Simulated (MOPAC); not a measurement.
Job for MOPAC: PM3 on F_anion (SMILES [F-]). Charge -1.

```
PM3 1SCF PRECISE CHARGE=-1 THREADS=1
F

F      0.00000000 1     0.00000000 1     0.00000000 1
```

Program output:

```
*******************************************************************************
 **                                                                           **
 **                              MOPAC v23.2.5                                **
 **                                                                           **
 *******************************************************************************
 ** MOPAC's Digital Object Identifier: https://doi.org/10.5281/zenodo.6511958 **
 **                                                                           **
 ** Please cite the open-source release paper for use of this MOPAC version:  **
 ** J. E. Moussa and J. J. P. Stewart (2026)                                  **
 ** MOPAC: An open-source semiempirical molecular orbital program             **
 ** J. Open Source Softw., 11(119), 8025, https://doi.org/10.21105/joss.08025 **
 *******************************************************************************

                              PM3 CALCULATION RESULTS

 *******************************************************************************
 *  PM3        - The PM3 Hamiltonian to be used
 *
 *
 *
 *                 CHARGE ON SYSTEM = -1
 *
 *
 *
 *  PRECISE    - TIGHTER CRITERIA TO BE USED
 *  1SCF       - DO 1 SCF AND THEN STOP
 *  THREADS=1  - MULTI-THREADING NOT USED
 *  T=         - A TIME OF 172800.0 SECONDS REQUESTED
 *  DUMP=N     - RESTART FILE WRITTEN EVERY 7200.0 SECONDS REQUESTED
 *******************************************************************************
PM3 1SCF PRECISE CHARGE=-1 THREADS=1
 F

   ATOM   CHEMICAL          X               Y               Z
  NUMBER   SYMBOL      (ANGSTROMS)     (ANGSTROMS)     (ANGSTROMS)

     1       F          0.00000000  *   0.00000000  *   0.00000000  *



          CARTESIAN COORDINATES

    NO.       ATOM           X           Y           Z

     1         F          0.0000      0.0000      0.0000

  F: (PM3): J. J. P. STEWART, J. COMP. CHEM. 10, 209 (1989).

           Empirical Formula: F  =     1 atoms



      MOLECULAR POINT GROUP   :   R3


      RHF CALCULATION, NO. OF DOUBLY OCCUPIED LEVELS = 4


 -------------------------------------------------------------------------------
 PM3 1SCF PRECISE CHARGE=-1 THREADS=1
 F



     1SCF WAS SPECIFIED, SO BFGS WAS NOT USED
     SCF FIELD WAS ACHIEVED


                              PM3 CALCULATION
                                                       MOPAC v23.2.5 Linux




          FINAL HEAT OF FORMATION =        -31.23134 KCAL/MOL =    -130.67193 KJ/MOL


          COSMO AREA              =         37.18 SQUARE ANGSTROMS
          COSMO VOLUME            =         21.31 CUBIC ANGSTROMS

          IONIZATION POTENTIAL    =          2.173467 EV
          HOMO LUMO ENERGIES (EV) =         -2.173
          NO. OF FILLED LEVELS    =          4
          MOLECULAR WEIGHT        =         18.9984         POINT GROUP:  R3


          SCF CALCULATIONS        =          1





   ATOM   CHEMICAL          X               Y               Z
  NUMBER   SYMBOL      (ANGSTROMS)     (ANGSTROMS)     (ANGSTROMS)

     1       F          0.00000000  *   0.00000000  *   0.00000000  *

                             CARTESIAN COORDINATES

   1    F        0.000000000     0.000000000     0.000000000


           Empirical Formula: F  =     1 atoms



      MOLECULAR POINT GROUP   :   R3


                  EIGENVALUES
  -5.67979  -2.17347  -2.17347  -2.17347


              NET ATOMIC CHARGES AND DIPOLE CONTRIBUTIONS

  ATOM NO.   TYPE          CHARGE      No. of ELECS.   s-Pop       p-Pop
    1          F          -1.000000        8.0000     2.00000     6.00000
 DIPOLE           X         Y         Z       TOTAL
 POINT-CHG.     0.000     0.000     0.000     0.000
 HYBRID         0.000    -0.000     0.000     0.000
 SUM            0.000    -0.000     0.000     0.000


          ATOMIC ORBITAL ELECTRON POPULATIONS

     Atom    s        px        py        pz
    1  F   2.00000   2.00000   2.00000   2.00000

 **********************
 *                    *
 * JOB ENDED NORMALLY *
 *                    *
 **********************




 == MOPAC DONE ==
```

The run finished.

Cost: about 0.020 core-seconds (a rough figure).
